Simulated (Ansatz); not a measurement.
Relaxation of BH$_{3}$O$_{2}$ (6 atoms, charge 0, multiplicity 1), to a largest force component of 0.02 eV/Å in at most 40 steps.

These are results of RKS PBE/def2-SVP in Ansatz, not measurements.

```xyz
6
Properties=species:S:1:pos:R:3
B 0.000 0.000 0.000
O 0.000 0.000 1.410
H -0.909 -0.281 1.747
H 1.030 0.000 -0.595
O -1.221 0.000 -0.705
H -1.731 -0.847 -0.496
```

Question: Where does it end, and by what steps?

Answer: It converged. After 7 steps the energy has fallen by 0.469 eV; O5 moved furthest, 0.40 Å.

```csv
step,energy less start (eV),largest force component (eV/Å),accepted
0,0.0000,1.732,yes
1,-0.1582,2.375,yes
2,-0.3622,2.093,yes
3,-0.4655,0.189,yes
4,-0.4589,0.430,no
5,-0.4688,0.082,yes
6,-0.4695,0.028,yes
7,-0.4695,0.001,yes
```

```xyz
6
Properties=species:S:1:pos:R:3
B -0.005 -0.066 -0.011
O -0.025 -0.064 1.358
H -0.889 -0.289 1.751
H 1.048 0.208 -0.549
O -1.066 -0.351 -0.829
H -1.893 -0.566 -0.359
```

Time of the run: 8.2 s on 1 thread of Arm Neoverse V2, with other jobs on the host, peak memory 0.1 GiB.
